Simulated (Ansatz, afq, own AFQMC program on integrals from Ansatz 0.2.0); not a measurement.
Where AFQMC and coupled cluster stand for AlH₄⁺, singlet

| atom | x (Å) | y (Å) | z (Å) |
| --- | --- | --- | --- |
| Al | -0.0599 | 0.0001 | -0.1328 |
| H | 0.4487 | 0.0018 | 1.9858 |
| H | -0.3171 | -0.0089 | 1.9564 |
| H | 0.7333 | 1.3833 | -0.1888 |
| H | 0.7376 | -1.3801 | -0.1993 |

Basis 6-31G. Only valence electrons are correlated. AFQMC by an in-house program on the Cholesky factors that Ansatz 0.2.0 writes for its CCSD(T) run. ph-AFQMC/CISD is guided by a CISD state made of CCSD amplitudes; releasing the constraint for a short imaginary time cuts its bias at the price of noise, slowly where states lie close. ± is one standard error of the sampling.

Determinant: RHF, the one that the program's search chose, which needn't be the lowest solution. The geometry is a PBE0/def2-TZVP stationary point of this or a neighbouring charge and spin state.

Full CI on the same integrals is exact in this basis and with this determinant's frozen core.

- T1 diagnostic: 0.0176
- weight of the determinant in the CISD state: 0.935
- size of the correlated space: 6 electrons in 16 orbitals

Reference: full CI, correlation energy -2.070 eV. The released energy is read at 2.40 1/Eh (meV from the phaseless value at times in 1/Eh: -0.9 ± 0.6 at 0.24, -1.3 ± 0.6 at 0.51, -2.7 ± 0.6 at 0.99, -3.2 ± 0.5 at 1.62, -3.6 ± 0.5 at 2.40).

```json
{"level": "HF", "E − E(reference) (kcal/mol)": "47.73", "share of correlation (%)": "0.00"}
{"level": "MP2", "E − E(reference) (kcal/mol)": "15.44", "share of correlation (%)": "67.64"}
{"level": "CCSD", "E − E(reference) (kcal/mol)": "0.60", "share of correlation (%)": "98.74"}
{"level": "CCSD(T)", "E − E(reference) (kcal/mol)": "0.21", "share of correlation (%)": "99.57"}
{"level": "CCSDT", "E − E(reference) (kcal/mol)": "0.00", "share of correlation (%)": "99.99"}
{"level": "CCSDT(Q)", "E − E(reference) (kcal/mol)": "0.00", "share of correlation (%)": "100.00"}
{"level": "CCSDTQ", "E − E(reference) (kcal/mol)": "0.00", "share of correlation (%)": "100.00"}
{"level": "ph-AFQMC/CISD", "E − E(reference) (kcal/mol)": "0.08 ± 0.01", "share of correlation (%)": "99.83"}
{"level": "released AFQMC", "E − E(reference) (kcal/mol)": "0.00 ± 0.01", "share of correlation (%)": "100.00"}
```

CCSDT and higher add their correlation energy to the determinant of the CCSD(T) run, since their own runs factorise the integrals more tightly (a shift of under 2 meV). Released energies are given only where the last usable release times agree within the noise; a slower fall can still hide under it.
